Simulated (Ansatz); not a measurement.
Two isomers of C4H4F2: A = `F/C=C\C=C/F`, B = `C=CC=C(F)F`.

Computed with Ansatz on PBE0-D4/def2-TZVP structures; ΔE is electronic, products minus reactants. CBS: MP2 limit from def2 TZ/QZ plus the TZ coupled-cluster correction, frozen cores. DFT in def2-TZVPP. B3LYP here is the variant with VWN-RPA as its local correlation; programs differ in this. One conformer a species, not always the lowest.

(1) Which is lower in electronic energy at CCSD(T)/CBS, and by how much? (Best estimate.)

(2) Give E(B) − E(A) in kcal/mol with CCSD(T)/def2-TZVPP, ωB97M-V, MP2/def2-TZVPP, PBE-D4, B2PLYP, B3LYP, CCSD/def2-TZVPP. (Best estimate.)

Largest T1 diagnostic: 0.013.

## Answers

(1) The calculation gave: B, by 2.5 kcal/mol.

(2) Ansatz gave: CCSD(T)/def2-TZVPP -2.9, ωB97M-V -3.1, MP2/def2-TZVPP -3.3, PBE-D4 -2.6, B2PLYP -2.5, B3LYP -2.2, CCSD/def2-TZVPP -2.9. None reverses the order clearly.
